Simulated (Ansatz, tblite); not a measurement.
Cost and result up the ladder for B(H2S)H3 (BH5S) (7 atoms). The state is a singlet with charge 0. Geometry: B3LYP-D4/def2-TZVP.

Cartesian coordinates in Å:
```
B -0.395 -0.388 0.692
S 0.966 0.380 -0.605
H 0.582 -0.126 -1.792
H 0.468 1.598 -0.891
H -0.017 -1.528 0.734
H -1.467 -0.197 0.192
H -0.136 0.261 1.670
```

Ansatz on 4 threads of Arm Neoverse V2 on a shared host; xTB runs through tblite on one thread. Times are rough, summed over both states, and most runs start from the orbitals of an earlier one. PBE0-D4/def2-TZVP serves as the yardstick here, not as an exact answer. The other state is a triplet.

The xTB rows come from tblite.

xTB has no spin-polarisation term.

```tsv
level	functions	wall time	vertical triplet (eV)	difference from PBE0-D4/def2-TZVP (eV)
GFN2-xTB	18	0.004 s	5.87	-0.39
GFN1-xTB	23	0.006 s	7.08	0.82
PBE-D4/def2-TZVP	98	1.4 s	6.04	-0.23
PBE0-D4/def2-TZVP	98	1.6 s	6.26	0.00
r2SCAN-D4/def2-TZVP (with forces)	98	2.8 s	6.13	-0.14
```
